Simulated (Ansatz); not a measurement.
A nudged elastic band was laid between two geometries of BH$_{4}$NO (7 atoms, charge 0, multiplicity 1).

Theory: RKS PBE/def2-SVP in Ansatz 0.2.0.

```
movable images  : 7
climbing image  : yes
spring          : 5.0 eV/Å²
optimiser       : quadratic models (default)
start path      : through a guess of the saddle point
force threshold : 0.05 eV/Å
iteration limit : 60
end points      : relaxed
```

Image 0:

```xyz
7
Properties=species:S:1:pos:R:3
N -0.955 0.173 -0.446
B 0.298 0.154 0.198
O 1.033 -1.014 0.190
H -1.344 -0.645 -0.917
H -1.547 0.999 -0.479
H 0.702 1.170 0.746
H 1.874 -0.906 0.662
```

Image 8:

```xyz
7
Properties=species:S:1:pos:R:3
N -0.955 0.173 -0.446
B 0.298 0.154 0.198
O 1.034 -1.014 0.189
H -1.547 0.999 -0.476
H -1.344 -0.644 -0.920
H 0.702 1.169 0.748
H 1.874 -0.905 0.661
```

Q: Which bonds break or form, and what moves?

A: No bond is made or broken. The dihedral H5–N1–B2–O3 goes from -180 to 0°. The two ends are copies of one structure, up to a mirror image or an exchange of like atoms.

Q: What energy profile does the band end with?

A: It converged. The highest image is number 4 of 0 to 8, 19.3 kcal/mol above the ends, which have the same energy within 2 meV. A vibrational analysis at the climbing image gives one clearly imaginary mode, 498i cm⁻¹: a first-order saddle point.

```csv
image,path coordinate (Å),energy (kcal/mol),dihedral H5–N1–B2–O3 (°)
0,0.00,0.0,-180
1,0.40,3.3,-167
2,0.81,10.7,-157
3,1.21,17.0,-143
4,1.61,19.3,-123
5,2.01,16.9,-98
6,2.42,10.5,-67
7,2.82,3.2,-30
8,3.22,0.0,0
```

Q: What is the geometry of the highest image?

A: 
```xyz
7
Properties=species:S:1:pos:R:3
N -0.966 -0.088 -0.622
B 0.256 0.051 0.175
O 1.162 -0.967 0.112
H -1.795 -0.010 -0.015
H -1.060 0.712 -1.264
H 0.526 1.016 0.895
H 1.939 -0.782 0.672
```

Q: What are the harmonic wavenumbers there?

A: 498i, 480, 590, 667, 775, 938, 1039, 1056, 1170, 1400, 1514, 2431, 3418, 3479, 3728 cm⁻¹.

The run took 85 s on 1 thread of Intel(R) Xeon(R) Platinum 8488C (Sapphire Rapids), with other jobs on the host, peak memory 0.11 GiB.
